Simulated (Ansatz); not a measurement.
Energy needed to pull apart BSiH3O (SMILES B1O[SiH2]1), singlet, into free ground-state atoms, from the structure below (displaced at random from a GFN2-xTB minimum); no zero-point or spin–orbit terms; open-shell atoms are treated unrestricted, in their ground-state multiplicity.

B1  (-0.934, -0.536, -0.202)
O2  (0.205, -1.365, -0.146)
Si3  (0.434, 0.546, 0.139)
H4  (-1.870, -0.887, -0.820)
H5  (1.734, 1.094, -0.641)
H6  (0.860, 0.822, 1.330)
(Å)

Ansatz 0.2.0; basis: def2-TZVPP; cores frozen in the correlated methods.

| method | atomization energy (kcal/mol) |
| --- | --- |
| PBE-D4 | ? |
| revPBE-D4 | 466.2 |
| r2SCAN-D4 | ? |
| PBE0-D4 | 464.4 |
| HSE06-D4 | 464.9 |
| wB97M-V | 470.4 |
| HF | 323.3 |
| MP2 | 465.9 |
| CCSD | 443.7 |
| CCSD(T) | 453.8 |

Q: What does r2SCAN-D4 give? (An estimate is asked for; the value comes from the calculation.)

A: Computed: 473.0 kcal/mol, which is about 19.1 kcal/mol more than CCSD(T)/def2-TZVPP.

Q: What does PBE-D4 give? (To be estimated.)

A: The calculation gives: 478.7 kcal/mol, which is about 24.8 kcal/mol more than CCSD(T)/def2-TZVPP.

In triple zeta the MP2 and coupled-cluster atomization energies are still short of their basis limit by a few kcal/mol a bond, whereas those of the functionals are nearly converged, so these differences are not deviations from converged CCSD(T).

The T1 diagnostic stays at or below 0.023.

For scale, one of the runs: CCSD(T)/def2-TZVPP forces, 146 basis functions (an equivalent command: `ansatz run in.yaml --threads 4`). Time: 28 s of wall clock on 4 CPU threads; the host was shared. Peak host memory: 1.6 GiB.
